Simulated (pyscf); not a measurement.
`[CH3][Al]([CH3])[F]` + `[H][H]` → `[CH4]` + `[CH3][AlH][F]`, a four-centre exchange (singlet surface; Al–C, H–H broken, C–H, Al–H formed). Optimised with ωB97X-D3(BJ)/def2-SVP in PySCF. Energies in eV from the separated reactants.

Small-basis levels: PySCF, no dispersion term, spherical d functions. AM1 to PM7: differences of heats of formation from MOPAC, which are fitted to 298 K values and so differ in kind from electronic energies by zero-point and thermal terms. GFN2-xTB: tblite. Cost: rough CPU time at the saddle relative to B3LYP/6-31G*, from one job on a shared machine.

| level | barrier | reaction energy | cost |
|---|---|---|---|
| HF/6-31G* | 1.98 | -0.55 | 0.06 |
| MP2/6-31G* | 1.69 | -0.22 | 0.08 |
| SVWN5/6-31G* | 0.71 | -0.22 | 0.8 |
| PBE/6-31G* | 1.12 | -0.25 | 1 |
| B3LYP/STO-3G | 2.39 | -0.01 | 0.5 |
| B3LYP/6-31G* | 1.41 | -0.34 | 1 |
| M06-2X/6-31G* | 1.37 | -0.21 | 3 |
| PBE/def2-SVP | 0.92 | -0.24 | 1 |
| B3LYP/def2-SVP | 1.19 | -0.33 | 1 |
| GFN2-xTB | 0.56 | -1.27 | under 0.02 |
| AM1 | 1.89 | +0.13 | under 0.02 |
| PM3 | 1.72 | +1.30 | under 0.02 |
| ωB97M-D3(BJ)/def2-TZVP | 1.28 | -0.23 | – |

Against the last row the barrier runs from -0.73 (GFN2-xTB) to +1.10 eV (B3LYP/STO-3G). ωB97M-D3(BJ)/def2-TZVP has limits of its own. On the product side the descent ends in a complex, 0.18 eV under the separated species and 1.64 eV under the saddle at ωB97X-D3(BJ)/def2-TZVP. At the saddle there is also a short Al–H contact that neither side keeps. This is the saddle that the search found; another between the same sides may lie lower.
